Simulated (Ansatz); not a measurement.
The input, for Ansatz 0.2.0:

```yaml
crystal:
  periodic: [false, false, false]
  atoms:
    - {symbol: B, position_ang: [-0.015433, -0.009008, 1.831465]}
    - {symbol: Be, position_ang: [-0.016266, -0.025151, -0.222086]}
    - {symbol: H, position_ang: [0.031698, 0.034159, -1.609379]}
basis:
  gaussian: {orbitals: "6-31G*"}
magnetization: {spin_polarized: false}
correlation: {method: bccd, electrons: outside_noble_gas}
scf: {omitted_lower_state_checks: [cluster_reference]}
```

```sh
$ ansatz run in.yaml --threads 1 --pin off --events-out ev --progress --plain --max-ram 2393MiB
```

(1) Roughly how long does this take on 1 thread of AMD EPYC, shared host, and how much host memory?

```
these checks for a lower state are left out or cut short: cluster_reference
312 factors; integrals over basis functions are off by at most 7.6e-4 eV
mean field evaluation 1: about -1079.6022 eV, gradient 1.1e1 eV
mean field evaluation 2: about -1079.6027 eV, gradient 1.1e1 eV
mean field evaluation 4: about -1080.6761 eV, gradient 1.0e0 eV
mean field evaluation 8: about -1080.6878 eV, gradient 1.8e-3 eV
mean field evaluation 16: about -1080.5981 eV, gradient 3.9e0 eV
mean field evaluation 32: about -1077.6819 eV, gradient 5.8e0 eV
mean field evaluation 64: about -1077.8714 eV, gradient 2.1e-1 eV
mean field -1080.68777407 eV, -39.7145431805 hartree, gradient 8.1e-7 eV, S^2 0.000000; 7 other end points of the search recorded, 0 dependent functions left out; unrestricted orbitals would lower it
2 core orbitals not correlated: weight in the atoms' cores, before any rotation towards them, 1.000 or more for the frozen orbitals, at most 0.000 for the correlated occupied ones
reference -1080.68777407 eV, -39.7145431805 hartree; 3, 3 occupied and 27, 27 virtual orbitals, 312 factors
second order -2.22166441 eV of doubles, -0.00000000 eV of singles
cycle   1  -2.77041900 eV  change   -5.5e-1 eV  update   7.6e-2
cycle   2  -3.09872325 eV  change   -3.3e-1 eV  update   4.0e-2
cycle   3  -3.12850599 eV  change   -3.0e-2 eV  update   1.6e-2
cycle   4  -3.13632462 eV  change   -7.8e-3 eV  update   8.1e-3
cycle   5  -3.14283527 eV  change   -6.5e-3 eV  update   5.1e-3
cycle   6  -3.14266692 eV  change    1.7e-4 eV  update   2.2e-3
cycle   7  -3.14389290 eV  change   -1.2e-3 eV  update   7.8e-4
cycle   8  -3.14424031 eV  change   -3.5e-4 eV  update   2.7e-4
cycle   9  -3.14410621 eV  change    1.3e-4 eV  update   1.1e-4
cycle  10  -3.14410411 eV  change    2.1e-6 eV  update   4.7e-5
cycle  11  -3.14410516 eV  change   -1.0e-6 eV  update   1.9e-5
cycle  12  -3.14411212 eV  change   -7.0e-6 eV  update   6.3e-6
Total energy: -1083.83188618 eV, -39.8300871697 hartree
Checks for a lower state left out: cluster_reference
```

Results:

(1) 2 s wall and 0.2 GiB.
